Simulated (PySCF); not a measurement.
Cl: electron affinity

Cl⁻ [Ar] (1S) → Cl [Ne] 3s2 3p5 (2P), as a difference of total energies. Computed with PySCF 2.14 in dyall-av3z, with no relativity, point nucleus. Correlated levels: valence: [Ne] frozen; virtual orbitals above 40 to 60 times the deepest correlated orbital energy dropped. The calculations carry no spin-orbit coupling.

```csv
method,electron affinity (eV)
UHF,2.376
LDA,3.934
PBE,3.653
PBE0,3.570
r2SCAN,3.609
LC-wPBE,3.578
MN15,3.613
M06,3.594
BP86,3.770
MP2 (valence),3.628
SCS-MP2 (valence),3.529
```

How much does correlation contribute at MP2 (valence)?

3.628 − (2.376) = 1.252 eV, measured against UHF.

A first-order spin-orbit estimate (lowest level to lowest level, LS coupling) adds -0.034 eV.

Errors of the correlated levels include the incompleteness of this basis and the frozen core.

In the anion the highest occupied orbital energy is positive at LDA, PBE, r2SCAN, BP86, a self-interaction effect; the basis confines that electron, and the energy difference can still be sensible.

For comparison: 3.613 eV (measured; photodetachment measurements, as compiled on the Wikipedia data page of electron affinities).
